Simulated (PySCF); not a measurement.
How methods differ on the ionisation energy of Al

Al [Ne] 3s2 3p1 (2P) → Al⁺ [Ne] 3s2 (1S), as a difference of total energies. All numbers are calculated (PySCF 2.14, no relativity, point nucleus, in aug-cc-pV(Q+d)Z (7s6p5d3f2g, 89 functions)). Correlated levels: valence: [Ne] frozen. The calculations carry no spin-orbit coupling.

```tsv
method	ionisation energy (eV)	plus first-order spin-orbit estimate	error of that sum (eV)
UHF	5.608	5.616	-0.370
MP2 (valence)	5.853	5.861	-0.125
SCS-MP2 (valence)	5.840	5.848	-0.138
CCSD (valence)	5.932	5.940	-0.046
CCSD(T) (valence)	5.967	5.975	-0.011
```

Reference: 5.986 eV (measured; NIST Atomic Spectra Database, ionization energies).

A first-order spin-orbit estimate (lowest level to lowest level, LS coupling) adds 0.008 eV.

Errors of the correlated levels include the incompleteness of this basis and the frozen core.
